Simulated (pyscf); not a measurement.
Elementary routes open to `[CH3][Cl]` + `[F][C][F]` [singlet] in the gas phase (singlet surface):
A. `[F][CH]([F])[CH2][Cl]` (C–H broken; C–C, C–H formed)
B. `[CH3][C]([F])([F])[Cl]` (C–Cl broken; C–C, C–Cl formed)

Optimised with ωB97X-D3(BJ)/def2-SVP in PySCF. Correlated levels are frozen-core, on RHF or UHF. ΔMP2 is the change of the MP2 total energy from the triple- to the quadruple-zeta basis.

### Question
Rank the routes by free-energy barrier at 600 K, lowest first, for CCSD(T)/def2-TZVPP + ΔMP2(QZVPP) energies (ideal gas, 1 atm, RRHO with modes under 100 cm⁻¹ raised to 100, one conformer, R ln 2 for chiral ones without a mode under 150 cm⁻¹).

### Answer
A (2.38 eV), B (3.28 eV)

Route A is the fastest of these, ahead of the next by 0.89 eV. The most stable products are those of B (ΔG = -1.63 eV), whose barrier is 0.89 eV higher: the kinetic and the thermodynamic product differ. At 1200 K A is still the fastest. Only these routes are compared; each barrier is that of the saddle found, and lower ones may exist. The CCSD(T) − MP2 part came from Ansatz, without density fitting, on the same reference.
